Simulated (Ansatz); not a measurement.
Fluorite CaF2 was calculated with r²SCAN+rVV10 in Ansatz (plane waves, PAW).

Total energies, extrapolated to zero smearing (they compare only within this program, potentials and cutoff; free atoms with spin allowed, lowest state found):

```
system                  energy (eV/atom)
----------------------  ----------------
fluorite CaF2, relaxed        -1148.9120
free Ca atom                  -1818.7240
free F atom                    -805.5774
```

Question: Work out the cohesive energy per atom.

Answer: E_coh = [1 × (-1818.7240) + 2 × (-805.5774)]/3 − (-1148.9120) = 5.62 eV/atom. The reference value is 5.43 ± 0.03 eV/atom (worked out here from tabulated enthalpies at 298 K, copied from a table, unchecked, brought to a static lattice with a Debye model, atoms in their spin–orbit ground levels; inputs from the CRC Handbook), a difference of +0.19 eV/atom.

The PAW data were made under PBE.

Ansatz is a first-principles code.
